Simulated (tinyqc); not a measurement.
Worked calculation: geometry optimisation on the UHF/sto-3g surface (energies and gradients from PySCF), for CH2, spin multiplicity 3. Computed by tinyqc, a small Python program that keeps every step (integrals from PySCF). Settings: charge = 0, multiplicity = 3, basis = sto-3g, optimiser = bfgs, first Hessian = 0.6, largest step = 0.1, iteration cap = 30. Command: `OMP_NUM_THREADS=1 python tinyqc.py 22756 22757 out.jsonl` (the two numbers bound the seeds that draw the settings). One thread of a shared host (Intel(R) Xeon(R) Processor @ 2.60GHz), about 0.6 s of CPU time with the checks.

## Step 1: energy and gradient

positions at the start (bohr), order 1C, 2H, 3H:
$$\begin{pmatrix}
0.039684 & -0.001890 & -0.020787 \\
0.037795 & 1.494773 & 1.192417 \\
-0.011338 & -1.557134 & 1.256668
\end{pmatrix}$$

Self-consistent energy and analytic gradient at these positions.

energy = -38.41593639 hartree

gradient (hartree/bohr), order 1C, 2H, 3H:
$$\begin{pmatrix}
0.00073340 & 0.04069266 & -0.00460689 \\
-0.00104726 & -0.08409364 & -0.01291493 \\
0.00031386 & 0.04340097 & 0.01752182
\end{pmatrix}$$

## Step 1: move

Quasi-Newton step p = -H^(-1) g (first H = 0.6 times the unit matrix); steps longer than 0.1 bohr are cut back (factor 0.569 here).

positions after step 1 (bohr), order 1C, 2H, 3H:
$$\begin{pmatrix}
0.038988 & -0.040500 & -0.016416 \\
0.038788 & 1.574563 & 1.204671 \\
-0.011636 & -1.598314 & 1.240043
\end{pmatrix}$$

## Step 2: energy and gradient

As before.

energy = -38.42319352 hartree

gradient (hartree/bohr), order 1C, 2H, 3H:
$$\begin{pmatrix}
0.00044027 & -0.01013696 & -0.02869396 \\
-0.00091290 & -0.03366384 & 0.01847770 \\
0.00047263 & 0.04380080 & 0.01021626
\end{pmatrix}$$

## Step 2: move

inverse Hessian in use (bohr^2/hartree):
```
           1          2          3          4          5          6          7          8
1   1.666770  -0.000554  -0.005370  -0.000199  -0.008796   0.002954   0.000096   0.009351
2  -0.000554   1.286791  -0.258408  -0.002079   0.233423   0.274702   0.002634   0.146453
3  -0.005370  -0.258408   1.730045   0.007993   0.596463   0.064563  -0.002623  -0.338055
4  -0.000199  -0.002079   0.007993   1.667025   0.018493  -0.003307  -0.000159  -0.016414
5  -0.008796   0.233423   0.596463   0.018493   2.324220  -0.392618  -0.009697  -0.890977
6   0.002954   0.274702   0.064563  -0.003307  -0.392618   1.530563   0.000353   0.117916
7   0.000096   0.002634  -0.002623  -0.000159  -0.009697   0.000353   1.666730   0.007063
8   0.009351   0.146453  -0.338055  -0.016414  -0.890977   0.117916   0.007063   2.411191
9   0.002416  -0.016294  -0.127941  -0.004686  -0.203845   0.071542   0.002270   0.220139

           9
1   0.002416
2  -0.016294
3  -0.127941
4  -0.004686
5  -0.203845
6   0.071542
7   0.002270
8   0.220139
9   1.723066
```

Quasi-Newton step p = -H^(-1) g (the inverse Hessian comes from BFGS updates; coordinates in the order x, y, z of each atom); steps longer than 0.1 bohr are cut back (factor 0.433 here).

positions after step 2 (bohr), order 1C, 2H, 3H:
$$\begin{pmatrix}
0.038262 & -0.039565 & 0.019066 \\
0.040164 & 1.637760 & 1.186176 \\
-0.012286 & -1.662445 & 1.223057
\end{pmatrix}$$

## Step 3: energy and gradient

As before.

energy = -38.42873756 hartree

gradient (hartree/bohr), order 1C, 2H, 3H:
$$\begin{pmatrix}
0.00046710 & -0.00966483 & -0.02962478 \\
-0.00067686 & -0.01882191 & 0.01830433 \\
0.00020976 & 0.02848674 & 0.01132045
\end{pmatrix}$$

## Step 3: move

inverse Hessian in use (bohr^2/hartree):
```
           1          2          3          4          5          6          7          8
1   1.667097  -0.000310  -0.020869  -0.000632  -0.026356   0.010483   0.000201   0.026666
2  -0.000310   1.285619  -0.270997  -0.002785   0.198071   0.281972   0.003094   0.182977
3  -0.020869  -0.270997   2.463066   0.028165   1.411080  -0.290653  -0.007295  -1.140083
4  -0.000632  -0.002785   0.028165   1.667488   0.035385  -0.012780  -0.000189  -0.032600
5  -0.026356   0.198071   1.411080   0.035385   2.900663  -0.769370  -0.009029  -1.432067
6   0.010483   0.281972  -0.290653  -0.012780  -0.769370   1.701712   0.002296   0.487397
7   0.000201   0.003094  -0.007295  -0.000189  -0.009029   0.002296   1.666655   0.005935
8   0.026666   0.182977  -1.140083  -0.032600  -1.432067   0.487397   0.005935   2.915756
9   0.010386  -0.010975  -0.505746  -0.015385  -0.641711   0.255609   0.004999   0.652686

           9
1   0.010386
2  -0.010975
3  -0.505746
4  -0.015385
5  -0.641711
6   0.255609
7   0.004999
8   0.652686
9   1.916804
```

Quasi-Newton step p = -H^(-1) g (the inverse Hessian comes from BFGS updates; coordinates in the order x, y, z of each atom); steps longer than 0.1 bohr are cut back (factor 0.353 here).

positions after step 3 (bohr), order 1C, 2H, 3H:
$$\begin{pmatrix}
0.037217 & -0.040315 & 0.068581 \\
0.041553 & 1.694337 & 1.162096 \\
-0.012629 & -1.718273 & 1.197621
\end{pmatrix}$$

## Convergence

Stop when the largest gradient component is below 3e-5 hartree/bohr. The inverse Hessian follows the BFGS update with s = step, y = change of gradient.

Course of the optimisation:
```
step   E (hartree)  largest gradient (hartree/bohr)
1     -38.41593639                         8.41e-02
2     -38.42319352                         4.38e-02
3     -38.42873756                         2.96e-02
4     -38.43274293                         2.09e-02
5     -38.43522982                         1.41e-02
6     -38.43620247                         3.91e-03
7     -38.43623241                         1.01e-03
8     -38.43623426                         2.68e-04
9     -38.43623433                         1.18e-05
```

Final distances (angstrom):
```
pair   distance
2H-1C  1.082046
3H-1C  1.082055
3H-2H  1.924146
```

Converged in 9 steps.
